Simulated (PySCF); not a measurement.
**SiCl + HCl → SiH + Cl₂**

Level: PBE0 in the def2-SVP basis family, all electrons, no relativity, computed in PySCF with density fitting; open shells unrestricted.

| species | state and structure | E (Eh) | ZPE (kJ/mol) | H(298 K) − H(0) (kJ/mol) | S° (J/(mol K)) |
| --- | --- | --- | --- | --- | --- |
| SiCl | doublet, C∞v, Si–Cl 2.085 Å | -749.15005 | 3.2 | 9.2 | 232.8 |
| HCl | singlet, C∞v, H–Cl 1.285 Å | -460.50213 | 18.0 | 8.7 | 186.7 |
| SiH | doublet, C∞v, Si–H 1.541 Å | -289.76472 | 12.1 | 8.7 | 192.7 |
| Cl₂ | singlet, D∞h, Cl–Cl 2.025 Å | -919.76210 | 3.2 | 9.2 | 223.2 |

(1) What is the electronic reaction energy?

(2) Add zero-point, thermal and entropy terms for 298.15 K and 1 bar.

Answers

(1) At PBE0/def2-SVP, ΔE = 329.1 kJ/mol from the differences of the total energies times 2625.5, uphill. 

(2) ΔZPE = -5.9 and Δ[H(298) − H(0)] = 0.0 kJ/mol give ΔH° = 323.2 kJ/mol. ΔS° = -3.6 J/(mol K), so ΔG° = 323.2 − 298.15 × (-0.0036) = 324 kJ/mol.

The entropy of SiCl, SiH lacks the orbital degeneracy of a ²Π state, up to R ln 2. The structures come from searches over a few start shapes, so lower isomers are not excluded.
